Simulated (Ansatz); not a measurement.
Counterpoise correction, worked out

The pair of NH$_{3}$ (SMILES N, atoms 1–4) and SiH$_{3}$F (SMILES [SiH3]F, atoms 5–9), both closed shells, in one local arrangement (a lower one may exist), relaxed at PBE0-D4/def2-TZVP:

```csv
atom,x (Å),y (Å),z (Å)
N1,-0.1087,-0.0823,-1.5002
H2,0.7291,-0.2732,-2.0357
H3,-0.8607,-0.6236,-1.9084
H4,-0.3342,0.8973,-1.6229
Si5,0.1211,-0.0285,1.3784
F6,-0.2237,1.4648,0.8954
H7,0.2216,0.0862,2.8607
H8,1.4343,-0.4744,0.8654
H9,-0.9790,-0.9664,1.0671
```

Computed with Ansatz 0.2.0 (basis: def2-TZVPPD); correlated methods freeze the cores.

MP2 total energies in eV:

| system | geometry | basis functions | energy |
| --- | --- | --- | --- |
| pair | pair | all | -12165.70249 |
| NH$_{3}$ | as in the pair | all (partner as ghosts) | -1536.32496 |
| SiH$_{3}$F | as in the pair | all (partner as ghosts) | -10629.22189 |
| NH$_{3}$ | as in the pair | its own | -1536.31134 |
| SiH$_{3}$F | as in the pair | its own | -10629.20612 |
| NH$_{3}$ | free (PBE0-D4 minimum) | its own | -1536.31235 |
| SiH$_{3}$F | free (PBE0-D4 minimum) | its own | -10629.24910 |

(1) Work out the interaction energy with and without the counterpoise correction, the superposition error, and the binding energy from the relaxed fragments.

T1 diagnostic: at most 0.012.

Results:

(1) Without correction: -12165.70249 − (-1536.31134) − (-10629.20612) = -0.18503 eV.
With correction (each fragment in the whole basis): -12165.70249 − (-1536.32496) − (-10629.22189) = -0.15564 eV = -3.59 kcal/mol.
The superposition error is the difference, 0.02939 eV, 16 % of the uncorrected value: each fragment borrows its partner's functions.
Deformation from the free shapes: 0.00101 eV for NH$_{3}$ and 0.04298 eV for SiH$_{3}$F.
Binding energy from relaxed fragments: -0.15564 + 0.00101 + 0.04298 = -0.11165 eV = -2.57 kcal/mol (electronic, without zero-point energy; negative means bound). For comparison, the corrected interaction energy by CCSD(T) at an estimated basis limit (MP2 extrapolated from triple and quadruple zeta, plus CCSD(T) − MP2 in triple zeta) is -0.182 eV.

For scale, one of the runs: CCSD(T)/def2-TZVPPD, 227 basis functions, launched by `ansatz run in.yaml --threads 4 --pin off --events-out ev --progress --plain --max-ram 9574MiB`. The run took 29 s on 4 CPU threads of an Intel Xeon Platinum 8375C (shared host), with 3.8 GiB of host memory at its peak.
